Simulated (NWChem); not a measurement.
**Lowest excitation of CH₂**

```
C
H 1 1.1231
H 1 1.1231 2 100.29
```
Charge 0, spin multiplicity 1.

Program: NWChem. The geometry was optimised at B3LYP/def2-SVP, a minimum by its harmonic frequencies.

Basis set: def2-SVPD. CR-EOMCCSD(T) is the triples correction to the same EOM-CCSD root.

The correlated methods keep 1 core orbital frozen. B3LYP has NWChem's definition, with VWN1-RPA local correlation. The structure started from a generated list of species. Coupled-cluster values serve here as a point of comparison, not as the truth.

**Question.** For the lowest vertical singlet excitation energy, TDA-LDA (SVWN5) gives 1.55 eV and CIS gives 1.68 eV. What do TD-PBE, EOM-CCSD, CR-EOMCCSD(T) give?

**Answer.** TD-PBE: 1.47 eV; EOM-CCSD: 1.77 eV; CR-EOMCCSD(T): 1.72 eV.
